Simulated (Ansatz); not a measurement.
Input file:

```yaml
crystal:
  periodic: [false, false, false]
  atoms:
    - {symbol: Mo, position_ang: [0.000000, 0.000000, 0.000000]}
    - {symbol: Cl, position_ang: [0.000000, 0.000000, 2.165200]}
basis:
  gaussian: {orbitals: def2-TZVPP}
total_charge: 1
magnetization: {spin_polarized: true, initial_magnetization: 0}
correlation: {method: ccsdt_q, electrons: outside_noble_gas}
```

```sh
$ ansatz run in.yaml --threads 2 --pin off --events-out ev --progress --plain --max-ram 24576MiB --backend cuda --devices 0, --max-vram 18GiB
```

Output:

```
1154 factors; integrals over basis functions are off by at most 1.8e-7 eV
mean field evaluation 1: about -14328.6743 eV, gradient 2.3e1 eV
mean field evaluation 2: about -14328.8607 eV, gradient 2.3e1 eV
mean field evaluation 4: about -14331.9624 eV, gradient 3.3e0 eV
mean field evaluation 8: about -14332.3474 eV, gradient 4.3e-1 eV
mean field evaluation 16: about -14332.3537 eV, gradient 2.9e-6 eV
mean field evaluation 32: about -14334.4712 eV, gradient 4.3e-1 eV
mean field evaluation 64: about -14333.2044 eV, gradient 2.3e0 eV
mean field evaluation 96: about -14332.3526 eV, gradient 2.9e-1 eV
mean field evaluation 128: about -14334.4081 eV, gradient 3.5e-1 eV
mean field evaluation 160: about -14329.3255 eV, gradient 2.1e1 eV
...
cycle  40  -10.10462216 eV  change   -9.0e-6 eV  update   3.8e-6
cycle  41  -10.10462471 eV  change   -2.5e-6 eV  update   3.0e-6
cycle  42  -10.10463097 eV  change   -6.3e-6 eV  update   2.5e-6
cycle  43  -10.10463425 eV  change   -3.3e-6 eV  update   2.0e-6
cycle  44  -10.10463750 eV  change   -3.2e-6 eV  update   1.7e-6
cycle  45  -10.10464072 eV  change   -3.2e-6 eV  update   1.3e-6
cycle  46  -10.10464270 eV  change   -2.0e-6 eV  update   1.0e-6
cycle  47  -10.10464425 eV  change   -1.6e-6 eV  update   8.6e-7
cycle  48  -10.10464502 eV  change   -7.6e-7 eV  update   6.8e-7
cycle  49  -10.10464537 eV  change   -3.5e-7 eV  update   5.7e-7
perturbative correction -0.10339595 eV, -0.0037997311 hartree
WARN: the results are in doubt because among natural orbitals the method converges to other amplitudes
Total energy: -14344.61728325 eV, -527.1549620286 hartree
In doubt: among natural orbitals the method converges to other amplitudes
```

Ran on 2 threads of AMD EPYC 7R13 with a shared H100 80 GB, shared host: 2.1 min wall, 1.4 GiB peak host memory.
